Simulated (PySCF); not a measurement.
PF3.
SMILES with atom numbers: `[F:1][P:2]([F:3])[F:4]`

Computed by this run: PBE0-D3(BJ)/def2-SVP geometry optimisation, gas phase in PySCF 2.14.0; density fitting, grid level 1; the optimiser is geomeTRIC in internal coordinates, started from a GFN2-xTB structure with every atom displaced at random (about 0.01 Å).

Step 0: E = -17420.8972 eV
```
atom  x, y, z in Å  |  force x, y, z in eV/Å
F1     -0.8161   -1.0803   -0.2162   -0.466  -0.259   0.390
P2     -0.0035   -0.0036    0.6347    0.063  -0.045  -1.165
F3      1.3165   -0.1999   -0.2280    0.851  -0.151   0.401
F4     -0.4589    1.2585   -0.2235   -0.449   0.455   0.374
```

**Question.** Estimate the geometry and energy of step 1. (The exact step hangs on the optimiser's Hessian estimate; all steps are aligned on step 0, rigid shifts and turns removed.)

**Answer.** E = -17420.9721 eV, largest force 0.411 eV/Å
```
atom  x, y, z in Å  |  force x, y, z in eV/Å
F1     -0.8672   -1.0920   -0.1971    0.077  -0.040  -0.196
P2      0.0104   -0.0123    0.5762    0.160   0.321   0.201
F3      1.3979   -0.2095   -0.2029   -0.363   0.006  -0.029
F4     -0.5032    1.2884   -0.2092    0.126  -0.287   0.023
```

The energy changes by -0.0749 eV. The first-order estimate −F·Δx gives -0.2232 eV and the mean of the old and new forces, exact on a quadratic surface, -0.0798 eV. The step makes an angle of 19° with the force vector and moves no atom by more than 0.086 Å.

What follows is the cost of the whole optimisation. Hardware: Arm Neoverse V1, one thread, shared host. Cost: 4.4 s wall, 0.28 GiB resident at most.
